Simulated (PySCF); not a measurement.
How methods differ on the ionisation energy of C

C [He] 2s2 2p2 (3P) → C⁺ [He] 2s2 2p1 (2P), as a difference of total energies. Computed with PySCF 2.14 in aug-cc-pCVTZ-DK with one added diffuse shell each of s, p, d, f type (8s7p5d3f, 75 functions), with the spin-free X2C one-electron Hamiltonian (Gaussian nucleus). Correlated levels: valence: 1s2 frozen. The calculations carry no spin-orbit coupling.

```tsv
method	ionisation energy (eV)
UHF	10.792
MP2 (valence)	11.248
SCS-MP2 (valence)	11.117
CCSD (valence)	11.150
CCSD(T) (valence)	11.179
```

Errors of the correlated levels include the incompleteness of this basis and the frozen core.

Q: Which method comes closest to the reference value, and which is furthest?

A: The reference is 11.262 eV (measured; NIST levels, between the centres of gravity of the two terms). Closest: MP2 (valence) (error -0.014 eV); furthest: UHF (error -0.470 eV).
